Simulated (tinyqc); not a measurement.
A ladder of methods, and size consistency: correlation methods against full CI in the sto-6g basis, for BH3, spin multiplicity 1. Computed by the program tinyqc with PySCF. 

Geometry (angstrom):
```
atom        x        y       z
B      0.0000   0.0000  0.0260
H      1.2920   0.0000  0.0000
H     -0.6460   1.1190  0.0000
H     -0.6460  -1.1190  0.0000
```

RHF energy of one = -26.299574 hartree

All electrons correlated; +Q is the Davidson correction (1 - c0^2) E_corr. The last columns treat two copies 100 angstrom apart as one system. FCI is the lowest singlet.

Correlation energies (hartree):
```
method   E_corr of one  share of FCI (%)  E_corr of two at 100 angstrom  two minus twice one (mhartree)
MP2           -0.04316            67.031                       -0.08633                           0.000
CISD          -0.06224            96.663                       -0.11986                           4.628
CISD+Q        -0.06474           100.539                       -0.12845                           1.025
CCSD          -0.06385            99.153                       -0.12769                           0.000
CCSD(T)       -0.06418            99.673                       -0.12836                           0.000
FCI           -0.06439           100.000                              -                               -
```

MP2 recovers 67 %, CISD 96.7 % and CCSD 99.2 % of the FCI value (c0^2 = 0.960 in CISD). MP2 and coupled cluster are size consistent, so their last column vanishes; CISD loses 4.63 mhartree, since a double excitation on each copy is a quadruple of the pair, and the Davidson correction leaves +1.03.
